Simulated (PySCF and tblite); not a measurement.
C2H4F2, numbered as in [F:1][CH2:2][CH2:3][F:4].

Free energies: B3LYP-D3(BJ)/def2-TZVP on PBE0-D3(BJ)/def2-SVP structures plus GFN2-xTB thermal terms, symmetry and mirror images included. Conformers within 3 kcal/mol (GFN2-xTB free energy) were kept, 8 at most. Couplings: B3LYP/pcJ-1. Couplings are for ¹³C, ¹⁹F, ¹H; a prime marks the second kind of pair between the same two sets of atoms. (PySCF 2.14, tblite 0.8.)

Torsions listed: F1–C2–C3–F4. Of a mirror pair one member is shown.

| conformer | shape | weight % |
| --- | --- | --- |
| 1 | 71° | 91.2 |
| 2 | 180° | 8.8 |

Task: Give the couplings in each conformer and the averages at 298.15 K (pairs that fast motion interchanges averaged).

Result: 
```csv
coupling,pairs,1,2,average (Hz)
"¹J(F1,C2)",2,-245.2,-234.7,-244.3
"²J(F1,C3)",2,19.7,29.8,20.6
"²J(F1,H2)",4,55.2,52.4,55.0
"³J(F1,H3)",4,32.5,1.1,29.8
"¹J(C2,C3)",1,44.7,47.8,44.9
"¹J(C2,H2)",4,152.3,155.6,152.6
"²J(C2,H3)",4,0.8,-3.3,0.5
"²J(H2,H2)",2,-12.6,-9.0,-12.2
"³J(H2,H3)",2,6.4,6.5,6.4
"³J(H2,H3′)",2,1.2,13.2,2.3
```

Only couplings over up to 3 bonds are listed; longer-range ones, if any, are left out.

Computed couplings to fluorine can be off by tens of per cent at such levels.

F–F couplings are left out: such levels miss them by tens of Hz and can give the wrong sign.
